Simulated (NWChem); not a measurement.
System: hydrogen sulfide (H$_{2}$S); SMILES S

Here is an NWChem input.

```
start job
memory heap 200 mb stack 900 mb global 1100 mb
geometry units angstroms
  S      0.000000     0.000000     0.113581
  H      0.971478     0.000000    -0.822416
  H     -0.971478     0.000000    -0.822416
end
basis spherical
  S library 3-21g
  H library 3-21g
end
dft
  xc hfexch
  iterations 150
end
driver
  maxiter 120
end
task dft optimize
task dft freq
```

Output (shortened):

```
             Northwest Computational Chemistry Package (NWChem) 7.3.0
             --------------------------------------------------------

 C2V symmetry detected

                             Geometry "geometry" -> ""
                             -------------------------

 Output coordinates in angstroms (scale by  1.889725989 to convert to a.u.)

  No.       Tag          Charge          X              Y              Z
 ---- ---------------- ---------- -------------- -------------- --------------
    1 S                   16.0000     0.00000000     0.00000000     0.10399967
    2 H                    1.0000     0.97147800     0.00000000    -0.83199733
    3 H                    1.0000    -0.97147800     0.00000000    -0.83199733

 Effective nuclear repulsion energy (a.u.)      12.8249127440

      Symmetry information
      --------------------

 Group name             C2v
 Group number             16
 Group order               4
 No. of unique centers     2

                                Z-matrix (autoz)
                                --------

 Units are Angstrom for bonds and degrees for angles

      Type          Name      I     J     K     L     M      Value
      ----------- --------  ----- ----- ----- ----- ----- ----------
    1 Stretch                  1     2                       1.34902
    2 Stretch                  1     3                       1.34902
    3 Bend                     2     1     3                92.13128

  xc_inp: hfexch multiplicative factor not found.

                           NWChem Geometry Optimization
                           ----------------------------

 maximum gradient threshold         (gmax) =   0.000450
 rms gradient threshold             (grms) =   0.000300
 maximum cartesian step threshold   (xmax) =   0.001800
 rms cartesian step threshold       (xrms) =   0.001200
 fixed trust radius                (trust) =   0.300000
 source of zmatrix                         =   autoz

          -------------------
          Energy Minimization
          -------------------

 Using diagonal initial Hessian
 Scaling for Hessian diagonals: bonds = 1.00  angles = 0.25  torsions = 0.10

          --------
          Step   0

                                 NWChem DFT Module
                                 -----------------

 Summary of "ao basis" -> "ao basis" (spherical)
 ------------------------------------------------------------------------------
       Tag                 Description            Shells   Functions and Types
 ---------------- ------------------------------  ------  ---------------------
 S                           3-21g                   7       13   4s3p
 H                           3-21g                   2        2   2s

      Symmetry analysis of basis
      --------------------------

        a1          9
        a2          0
        b1          5
        b2          3

            General Information
            -------------------
          SCF calculation type: DFT
          Wavefunction type:  closed shell.
          No. of atoms     :     3
          No. of electrons :    18
           Alpha electrons :     9
            Beta electrons :     9
          Charge           :     0
          Spin multiplicity:     1
          Use of symmetry is: on ; symmetry adaption is: on
          Maximum number of iterations: 150
          AO basis - number of functions:    17
                     number of shells:    11
          Convergence on energy requested:  1.00D-06
          Convergence on density requested:  1.00D-05
          Convergence on gradient requested:  5.00D-04

              XC Information
              --------------
                     Hartree-Fock (Exact) Exchange  1.000

      Superposition of Atomic Density Guess
      -------------------------------------

 Sum of atomic energies:        -396.52834353

      Non-variational initial energy
      ------------------------------

 Total energy =    -396.674875
 1-e energy   =    -573.561340
 2-e energy   =     164.061553
 HOMO         =      -0.312595
 LUMO         =       0.116309

      Symmetry analysis of molecular orbitals - initial
      -------------------------------------------------

  Numbering of irreducible representations:

     1 a1          2 a2          3 b1          4 b2

  Orbital symmetries:

     1 a1          2 a1          3 b1          4 a1          5 b2
     6 a1          7 b1          8 a1          9 b2         10 b1
    11 a1         12 a1         13 b1         14 b2         15 a1
    16 a1         17 b1

   convergence    iter        energy       DeltaE   RMS-Dens  Diis-err
 ---------------- ----- ----------------- --------- --------- ---------
 d= 0,ls=0.0,diis     1   -396.6861428212 -4.10D+02  2.16D-02  7.35D-02
 d= 0,ls=0.0,diis     2   -396.7035544677 -1.74D-02  4.43D-03  3.32D-03
 d= 0,ls=0.0,diis     3   -396.7041657496 -6.11D-04  1.16D-03  2.04D-04
 d= 0,ls=0.0,diis     4   -396.7042122365 -4.65D-05  3.27D-04  7.83D-06
 d= 0,ls=0.0,diis     5   -396.7042150063 -2.77D-06  5.48D-05  1.44D-07
 d= 0,ls=0.0,diis     6   -396.7042150660 -5.97D-08  1.08D-05  3.76D-09
 d= 0,ls=0.0,diis     7   -396.7042150675 -1.53D-09  9.97D-07  5.63D-11

         Total DFT energy =     -396.704215067504
      One electron energy =     -574.041057053112
           Coulomb energy =      190.175919661331
    Exchange-Corr. energy =      -25.663990419718
 Nuclear repulsion energy =       12.824912743995

 Numeric. integr. density =        0.000000000000

                  Occupations of the irreducible representations
                  ----------------------------------------------

                     irrep           alpha         beta
                     --------     --------     --------
                     a1                5.0          5.0
                     a2                0.0          0.0
                     b1                2.0          2.0
                     b2                2.0          2.0

                       DFT Final Molecular Orbital Analysis
                       ------------------------------------

 Vector    7  Occ=2.000000D+00  E=-5.884649D-01  Symmetry=b1
              MO Center=  6.5D-17,  1.3D-32, -4.0D-01, r^2= 1.6D+00
   Bfn.  Coefficient  Atom+Function         Bfn.  Coefficient  Atom+Function
  ----- ------------  ---------------      ----- ------------  ---------------
     7      0.425077  1 S  px                15      0.283201  2 H  s
    17     -0.283201  3 H  s                 14      0.224239  2 H  s
    16     -0.224239  3 H  s                  3     -0.203969  1 S  px
    11      0.195212  1 S  px

 Vector    8  Occ=2.000000D+00  E=-4.932075D-01  Symmetry=a1
              MO Center=  1.5D-17, -2.8D-18,  2.0D-01, r^2= 1.6D+00
   Bfn.  Coefficient  Atom+Function         Bfn.  Coefficient  Atom+Function
  ----- ------------  ---------------      ----- ------------  ---------------
     9      0.451467  1 S  pz                10      0.413460  1 S  s
    13      0.324735  1 S  pz                 6      0.220685  1 S  s
     5     -0.216800  1 S  pz                15     -0.201542  2 H  s
    17     -0.201542  3 H  s                  2     -0.182541  1 S  s
    14     -0.142737  2 H  s                 16     -0.142737  3 H  s

 Vector    9  Occ=2.000000D+00  E=-3.928361D-01  Symmetry=b2
              MO Center= -5.8D-33,  2.4D-17,  1.0D-01, r^2= 1.5D+00
   Bfn.  Coefficient  Atom+Function         Bfn.  Coefficient  Atom+Function
  ----- ------------  ---------------      ----- ------------  ---------------
    12      0.573705  1 S  py                 8      0.558318  1 S  py
     4     -0.262992  1 S  py

 Vector   10  Occ=0.000000D+00  E= 1.774651D-01  Symmetry=b1
              MO Center= -1.2D-17,  1.2D-31, -2.3D-01, r^2= 2.8D+00
   Bfn.  Coefficient  Atom+Function         Bfn.  Coefficient  Atom+Function
  ----- ------------  ---------------      ----- ------------  ---------------
    11      1.137149  1 S  px                15     -1.021181  2 H  s
    17      1.021181  3 H  s                  7      0.321607  1 S  px
     3     -0.157984  1 S  px                14     -0.136387  2 H  s
    16      0.136387  3 H  s

 Vector   11  Occ=0.000000D+00  E= 2.058208D-01  Symmetry=a1
              MO Center=  1.7D-16, -5.6D-18, -5.3D-01, r^2= 2.9D+00
   Bfn.  Coefficient  Atom+Function         Bfn.  Coefficient  Atom+Function
  ----- ------------  ---------------      ----- ------------  ---------------
    10      1.304650  1 S  s                 15     -1.278467  2 H  s
    17     -1.278467  3 H  s                 13     -1.132569  1 S  pz
     9     -0.299798  1 S  pz                 6      0.223637  1 S  s
     2     -0.200491  1 S  s                  5      0.137348  1 S  pz
    14     -0.081195  2 H  s                 16     -0.081195  3 H  s

 Vector   12  Occ=0.000000D+00  E= 6.696168D-01  Symmetry=b1
              MO Center= -5.2D-16, -1.9D-30,  1.7D-01, r^2= 2.5D+00
   Bfn.  Coefficient  Atom+Function         Bfn.  Coefficient  Atom+Function
  ----- ------------  ---------------      ----- ------------  ---------------
    11     -1.278016  1 S  px                 7      1.185105  1 S  px
     3     -0.324738  1 S  px                14      0.211434  2 H  s
    16     -0.211434  3 H  s

     Multipole analysis of the density
     ---------------------------------

     L   x y z        total         alpha         beta         nuclear
     -   - - -        -----         -----         ----         -------
     0   0 0 0     -0.000000     -9.000000     -9.000000     18.000000

[...]

      ----------------------
      Optimization converged
      ----------------------

  Step       Energy      Delta E   Gmax     Grms     Xrms     Xmax
  ---- ---------------- -------- -------- -------- -------- --------
@    3    -396.70466617 -8.1D-08  0.00002  0.00002  0.00020  0.00039
                                     ok       ok       ok       ok

                                Z-matrix (autoz)
                                --------

 Units are Angstrom for bonds and degrees for angles

      Type          Name      I     J     K     L     M      Value     Gradient
      ----------- --------  ----- ----- ----- ----- ----- ---------- ----------
    1 Stretch                  1     2                       1.35060    0.00002
    2 Stretch                  1     3                       1.35060    0.00002
    3 Bend                     2     1     3                95.80583   -0.00001

                         Geometry "geometry" -> "geometry"
                         ---------------------------------

 Output coordinates in angstroms (scale by  1.889725989 to convert to a.u.)

  No.       Tag          Charge          X              Y              Z
 ---- ---------------- ---------- -------------- -------------- --------------
    1 S                   16.0000     0.00000000     0.00000000     0.08362010
    2 H                    1.0000     1.00215907     0.00000000    -0.82180755
    3 H                    1.0000    -1.00215907     0.00000000    -0.82180755

 Effective nuclear repulsion energy (a.u.)      12.8019011559

      Symmetry information
      --------------------

 Group name             C2v
 Group number             16
 Group order               4
 No. of unique centers     2

                Final and change from initial internal coordinates
                --------------------------------------------------

                                Z-matrix (autoz)
                                --------

 Units are Angstrom for bonds and degrees for angles

      Type          Name      I     J     K     L     M      Value       Change
      ----------- --------  ----- ----- ----- ----- ----- ---------- ----------
    1 Stretch                  1     2                       1.35060    0.00158
    2 Stretch                  1     3                       1.35060    0.00158
    3 Bend                     2     1     3                95.80583    3.67455

 ==============================================================================
                                internuclear distances
 ------------------------------------------------------------------------------
       center one      |      center two      | atomic units |  angstroms
 ------------------------------------------------------------------------------
    2 H                |   1 S                |     2.55227  |     1.35060
    3 H                |   1 S                |     2.55227  |     1.35060
 ------------------------------------------------------------------------------
                         number of included internuclear distances:          2
 ==============================================================================

[second-derivative integrals and response iterations left out]

  Vibrational analysis via the FX method

  See chapter 2 in "Molecular Vibrations" by Wilson, Decius and Cross

  Vib: Default input used

 ---------------------------- Atom information ----------------------------
     atom    #        X              Y              Z            mass
 --------------------------------------------------------------------------
    S        1  0.0000000D+00  0.0000000D+00  1.5801908D-01  3.1972070D+01
    H        2  1.8938060D+00  0.0000000D+00 -1.5529911D+00  1.0078250D+00
    H        3 -1.8938060D+00  0.0000000D+00 -1.5529911D+00  1.0078250D+00
 --------------------------------------------------------------------------

[unprojected Hessian and modes left out]

        Vibrational analysis via the FX method
  --- with translations and rotations projected out ---
  --- via the Eckart algorithm                      ---
 Projected Nuclear Hessian trans-rot subspace norm:4.8630D-33
                         (should be close to zero!)

[projected Hessian left out]

 Rotational Constants
 --------------------
 A=  10.844980 cm-1  ( 15.603158 K)
 B=   8.327442 cm-1  ( 11.981064 K)
 C=   4.710461 cm-1  (  6.777151 K)

 Temperature                      =   298.15K
 frequency scaling parameter      =   1.0000

 Zero-Point correction to Energy  =    9.449 kcal/mol  (  0.015057 au)
 Thermal correction to Energy     =   11.232 kcal/mol  (  0.017899 au)
 Thermal correction to Enthalpy   =   11.824 kcal/mol  (  0.018843 au)

 Total Entropy                    =   49.130 cal/mol-K
   - Translational                =   36.485 cal/mol-K (mol. weight =  33.9877)
   - Rotational                   =   12.620 cal/mol-K (symmetry #  =        2)
   - Vibrational                  =    0.025 cal/mol-K

 Cv (constant volume heat capacity) =    6.098 cal/mol-K
   - Translational                  =    2.979 cal/mol-K
   - Rotational                     =    2.979 cal/mol-K
   - Vibrational                    =    0.139 cal/mol-K

[normal modes left out]

 ----------------------------------------------------------------------------
 Normal Eigenvalue ||           Projected Infra Red Intensities
  Mode   [cm**-1]  || [atomic units] [(debye/angs)**2] [(KM/mol)] [arbitrary]
 ------ ---------- || -------------- ----------------- ---------- -----------
    1       -0.000 ||    0.039216           0.905        38.230      20.061
    2       -0.000 ||    0.000785           0.018         0.765       0.401
    3        0.000 ||    0.005537           0.128         5.398       2.833
    4        0.000 ||    0.043914           1.013        42.809      22.465
    5        0.000 ||    0.043914           1.013        42.809      22.465
    6        0.000 ||    0.000556           0.013         0.542       0.285
    7     1322.045 ||    0.011722           0.270        11.427       5.996
    8     2638.544 ||    0.013550           0.313        13.209       6.931
    9     2652.016 ||    0.016740           0.386        16.319       8.564
 ----------------------------------------------------------------------------
```

Level: Hartree-Fock/3-21G.
